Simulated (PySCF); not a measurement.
**Spin states of CO⁺**

Unrestricted PBE0; PySCF, no relativity, basis sets C def2-TZVPPD, O def2-TZVPPD. Outer shells of the fragments: C+ 2s2 2p1; O 2s2 2p4.

Followed along the bond (rough minima from three points):

```tsv
2Ms+1	unpaired	⟨S²⟩ at the start	R at minimum (Å)	Te (eV)
2	π ↑	0.76	1.24	0.00
4	σ ↑, π ↑↑	3.76	1.31	3.28
```

Solutions found at the starting distance of 1.410 Å, counted from the lowest of them; the search is not exhaustive and high or unbound solutions are not listed, so other states can lie among these:

| 2Ms+1 | unpaired | term | E (eV) | ⟨S²⟩ | ⟨Lz²⟩ | μ (D) |
| --- | --- | --- | --- | --- | --- | --- |
| 2 | π ↑ | ²Π | 0.00 | 0.76 | 1.01 | -1.46 |
| 2 | σ ↑ | ²Σ⁺ | 0.00 | 0.84 | 0.00 | -3.05 |
| 4 | σ ↑, π ↑↑ | mixed | 2.83 | 3.76 | 2.01 | -2.26 |
| 4 | σ ↑, π ↑↑ | mixed | 3.49 | 3.76 | 2.00 | -2.44 |
| 2 | σ ↓, π ↑↑ | mixed | 4.00 | 1.77 | 2.01 | -1.85 |
| 2 | σ ↑, π ↑↓ | mixed | 4.51 | 1.77 | 2.01 | -1.97 |

A term symbol is given only where ⟨S²⟩ and ⟨Lz²⟩ are close to those of a pure state; real π, δ and φ orbitals otherwise mix terms. A positive dipole points towards O; it is taken about the centre of mass and depends on that origin.

Problem. Compare the gap between the two lowest followed solutions at the starting distance with the gap between their minima.

Solution. At PBE0 the second solution (quartet, unpaired electrons σ ↑, π ↑↑) lies +2.83 eV from the first (doublet, unpaired electrons π ↑) at 1.410 Å and +3.28 eV at the minima; the two curves relax by different amounts, since their minima lie near 1.31 and 1.24 Å.

Counting both spins, an empty level lies below a filled one in some of these solutions, because spin and occupation are held.
